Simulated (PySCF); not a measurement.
Atomic charges against the basis set

Species: magnesium dihydride, MgH2.
Cartesian coordinates in Å at the PBE0-D3(BJ)/def2-SVP level; atoms count from 1:
```
atom  x, y, z in Å
Mg1    0.0017   -0.0346   -0.0148
H2    -1.7034   -0.0294   -0.0176
H3     1.7083   -0.0383   -0.0126
```

PBE0 throughout (PySCF), one geometry, spherical d and f functions. Geometry: PBE0-D3(BJ)/def2-SVP; no solvent, vibrations or thermal averaging. Atoms taken as equivalent share a column and are averaged.

Mulliken charges (e):

```csv
basis,functions,Mg1,H2/H3
STO-3G,11,+0.709,-0.355
6-31G,17,+0.406,-0.203
6-31G*,22,+0.183,-0.091
def2-SVP,28,+0.130,-0.065
def2-TZVP,44,+0.261,-0.131
"6-311+G(2d,p)",47,+0.274,-0.137
```

IAO charges (e):

| basis | functions | Mg1 | H2/H3 |
| --- | --- | --- | --- |
| STO-3G | 11 | +1.368 | -0.684 |
| 6-31G | 17 | +1.146 | -0.573 |
| 6-31G* | 22 | +1.163 | -0.581 |
| def2-SVP | 28 | +1.165 | -0.582 |
| def2-TZVP | 44 | +1.172 | -0.586 |
| 6-311+G(2d,p) | 47 | +1.172 | -0.586 |

Hirshfeld charges (e):

```csv
basis,functions,Mg1,H2/H3
STO-3G,11,+0.616,-0.308
6-31G,17,+0.500,-0.250
6-31G*,22,+0.507,-0.253
def2-SVP,28,+0.530,-0.265
def2-TZVP,44,+0.535,-0.267
"6-311+G(2d,p)",47,+0.534,-0.267
```

Which scheme is steadiest as the basis changes?

Largest range over the bases for any column: Hirshfeld 0.12 e, IAO 0.22 e, Mulliken 0.58 e. Hirshfeld charges move least and Mulliken charges most, counted in e. Without the minimal STO-3G basis the ranges are Hirshfeld 0.03, IAO 0.03, Mulliken 0.28 e.

How much do the charges still move between the two largest bases, def2-TZVP and 6-311+G(2d,p)?

At most, over all atoms: Mulliken 0.013 e, IAO 0.000 e, Hirshfeld 0.000 e.

What do the same runs give for the total energy and the frontier levels?

| basis | energy (Eh) | HOMO (eV) | LUMO (eV) |
| --- | --- | --- | --- |
| STO-3G | -198.5817 | -3.34 | 7.38 |
| 6-31G | -201.1013 | -7.34 | -0.67 |
| 6-31G* | -201.1062 | -7.22 | -0.59 |
| def2-SVP | -201.0510 | -7.22 | -0.54 |
| def2-TZVP | -201.1231 | -7.21 | -0.53 |
| 6-311+G(2d,p) | -201.1239 | -7.20 | -0.68 |
